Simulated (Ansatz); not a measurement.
# CHAlO+ (doublet): the correlation ladder, def2-TZVPP

The task here is to estimate one member of a computed series from the others.

The runs use Ansatz 0.2.0, Gaussian basis; def2-TZVPP, core rule «outside noble gas», up to 7 orbitals frozen.

Plan: UHF; ROHF; CCSD(T) on UHF.

2 further runs of the same task are left out: 2 set aside as unsound or not needed.

**The geometry**

The geometry is a PBE0/def2-TZVP stationary point (not a proven minimum) of the parent state, kept for this charge and spin.

4 atoms, charge 1, spin multiplicity 2.

Atoms are counted from 1 here; the program's logs count them from 0.

Bond lengths: Al1–C2 1.941 Å, C2–O3 1.271 Å, O3–H4 0.981 Å. Angles: Al1–C2–O3 163.8°, C2–O3–H4 112.9°.

Set-up of the first run:

Contents of in.yaml:

```yaml
crystal:
  periodic: [false, false, false]
  atoms:
    - {symbol: Al, position_ang: [-0.009921, -0.160643, 2.198879]}
    - {symbol: C, position_ang: [0.147232, -0.100915, 0.265352]}
    - {symbol: O, position_ang: [-0.026358, -0.287752, -0.980243]}
    - {symbol: H, position_ang: [-0.110953, 0.549310, -1.483988]}
basis:
  gaussian: {orbitals: def2-TZVPP}
total_charge: 1
magnetization: {spin_polarized: true, initial_magnetization: 1}
hamiltonian: {xc: hf}
output: {orbitals: {seedname: orbitals}}
```

Command:

```bash
$ ansatz run in.yaml --threads 1 --pin off --events-out ev --progress --plain --max-ram 4096MiB --backend cpu
```

Among the steps run: UHF; ROHF; CCSD(T) on UHF.

One table of the session follows, with a row left open; its other results are not shown here.

| method | from UCCSD(T) (meV) |
| --- | --- |
| ROHF | ? |
| UHF | +11635.0 |
| UMP2 | +1358.9 |
| UCCSD | +490.9 |
| UCCSD(T) | 0 |

Q: Estimate the row for ROHF from the others.

As computed: from UCCSD(T) (meV): +11878.8. In the column «from UCCSD(T) (meV)» it is the highest.
